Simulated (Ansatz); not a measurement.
One change: `C=C(O)C=N` becomes `C=CC=N`.

Ansatz, PBE0-D4/def2-TZVP geometries, multiplicity 1. Each molecule was computed in one conformer, which needn't be the lowest.

```
                                      property  `C=C(O)C=N`
zero-point energy (PBE0-D4/def2-TZVP) / kJ/mol        209.8
size of the dipole moment (PBE/def2-TZVPP) / D         2.32
         HOMO energy (ωB97M-V/def2-TZVPP) / eV        -9.07
            HOMO energy (PBE0/def2-TZVPP) / eV        -6.92
           HOMO energy (B3LYP/def2-TZVPP) / eV        -6.72
          HOMO–LUMO gap (PBE0/def2-TZVPP) / eV         5.53
```

Q: Give the same properties after the change, and the shifts. (Estimate.)

A: Computed: 
```
                                      property  `C=CC=N`  shift
zero-point energy (PBE0-D4/def2-TZVP) / kJ/mol     195.0  -14.8
size of the dipole moment (PBE/def2-TZVPP) / D      2.42   0.10
         HOMO energy (ωB97M-V/def2-TZVPP) / eV    -10.04  -0.97
            HOMO energy (PBE0/def2-TZVPP) / eV     -7.69  -0.77
           HOMO energy (B3LYP/def2-TZVPP) / eV     -7.45  -0.73
          HOMO–LUMO gap (PBE0/def2-TZVPP) / eV      6.24   0.71
```

With PBE0 the HOMO falls by 0.77 eV and the LUMO falls by 0.06 eV, so the gap widens by about 0.71 eV. PBE moves the HOMO by -0.38 eV and ωB97M-V by -0.97 eV. The zero-point energy changes by -14.8 kJ/mol with -3 modes. Dipoles are sizes alone; their direction can turn.

B3LYP here is the variant with VWN-RPA as its local correlation; programs differ in this.
